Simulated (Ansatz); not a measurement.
C3H6F (`[CH2]C(C)F`) radical, relaxed with UKS PBE-D4/def2-SVP in Ansatz from a rough embedded geometry. The force threshold is 0.03 eV/Å; the program also tests the step.

Total charge 0; spin multiplicity 2.

Start:

```xyz
10

C    -0.454   -1.241    0.255
C     0.195   -0.219   -0.493
C     0.104    1.094    0.212
F     1.484   -0.473   -0.690
H    -0.852   -2.169   -0.277
H    -0.412   -1.350    1.343
H    -0.252   -0.123   -1.509
H     0.562    1.118    1.154
H    -0.976    1.455    0.371
H     0.601    1.908   -0.366
```

**Question.** How much energy does the relaxation release, and in how many steps? (An estimate is asked.)

**Answer.** Ansatz gave: 41.46 kJ/mol, in 4 steps.

**Question.** Which bonds change most? (Best estimate.)

**Answer.** The calculation gave: C2–F4 from 1.329 to 1.422 Å; C1–C2 from 1.423 to 1.488 Å; C3–H8 from 1.047 to 1.109 Å; C3–H9 from 1.150 to 1.109 Å.

**Question.** Give the relaxed structure. (An estimate is asked.)

**Answer.** The calculation gave: 
```xyz
10

C    -0.475   -1.305    0.253
C     0.155   -0.187   -0.501
C     0.091    1.154    0.211
F     1.525   -0.504   -0.715
H    -0.797   -2.218   -0.268
H    -0.431   -1.322    1.354
H    -0.299   -0.107   -1.515
H     0.562    1.082    1.212
H    -0.960    1.480    0.341
H     0.629    1.928   -0.372
```
